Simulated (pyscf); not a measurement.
# Four-centre exchange: `[CH3][SnH3]` + `[SH2]` -> `[CH3][SnH2][SH]` + `[H][H]`

Gas phase, singlet surface, charge 0. Bonds broken: Sn2–H6, S9–H10. Bonds formed: Sn2–S9, H6–H10. Structures and frequencies: ωB97X-D3(BJ)/def2-SVP in PySCF.

Transition state (Å):

```xyz
11

C     -1.4173    -1.4268    -0.4392
Sn    -0.0211     0.1751    -0.3537
H     -0.9068    -2.3776    -0.6496
H     -2.1656    -1.2096    -1.2133
H     -1.9263    -1.4985     0.5331
H     -0.1227     1.0537     1.4674
H      1.4934    -0.3960     0.2640
H      0.3717     1.0843    -1.7438
S     -2.1918     1.8833     0.0299
H     -0.9517     1.4651     1.1548
H     -1.5093     2.9863    -0.3375
```

One imaginary mode, 1416i cm⁻¹; descent along it reached the two sides named.

```csv
bond,change,reactant side (Å),saddle,product side
Sn2–H6,breaks,1.713,2.024,3.7
S9–H10,breaks,1.345,1.726,3.0
Sn2–S9,forms,3.8,2.8,2.415
H6–H10,forms,2.9,0.977,0.762
```

Electronic energies relative to the separated reactants (kcal/mol):

```
level                   barrier  reaction energy  reverse barrier
----------------------  -------  ---------------  ---------------
ωB97X-D3(BJ)/def2-TZVP     36.9            -14.1             51.0
PBE/def2-TZVP              31.5            -10.3             41.8
r²SCAN/def2-TZVP           33.1            -11.4             44.5
B3LYP-D3(BJ)/def2-TZVP     35.8            -10.9             46.8
PBE0-D3(BJ)/def2-TZVP      34.0            -10.8             44.8
M06-2X/def2-TZVP           35.4            -13.7             49.1
ωB97M-D3(BJ)/def2-TZVP     40.3             -9.1             49.4
HF/def2-TZVP               56.8             -6.6             63.5
```

With ωB97M-D3(BJ)/def2-TZVP energies and thermal terms (ideal gas, 1 atm, RRHO with modes under 100 cm⁻¹ raised to 100, one conformer, R ln 2 for rigid chiral ones), in kcal/mol:

| T (K) | ΔH‡ | ΔG‡ | ΔH | ΔG |
|---|---|---|---|---|
| 298 | 39.3 | 48.9 | -9.8 | -8.8 |
| 600 | 39.7 | 58.5 | -8.6 | -8.3 |
| 900 | 40.5 | 67.8 | -7.8 | -8.3 |
| 1200 | 41.3 | 76.7 | -7.2 | -8.6 |

One saddle was located; it need not be the lowest between these sides. Elements past Kr carry the def2 core potentials, without spin-orbit coupling.
